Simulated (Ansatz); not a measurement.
# Rutile MnO2

Computed with PBE+U (ortho-atomic projectors) (Ansatz, an electronic-structure program, PAW).

Numerical settings: plane-wave cutoff 500 eV, 10×10×14 k mesh (along the axes of the cell as run), Fermi–Dirac smearing 0.05 eV, U_eff Mn 3.9 eV, spin-polarised with opposed moments, scalar-relativistic PAW data made under PBE.

Cell: relaxed at this level.

For rutile MnO2, the equilibrium volume per atom comes out as 9.63 Å³/atom and the magnetic moment (largest site, within a sphere) is 2.64 μB. The band gap is 0.19 eV (on the SCF k mesh).

Note: the collinear magnetic order is the start's and need not be the measured one.

Moments are spin moments.

Cost on a shared machine: around 8 core-minutes (rough).
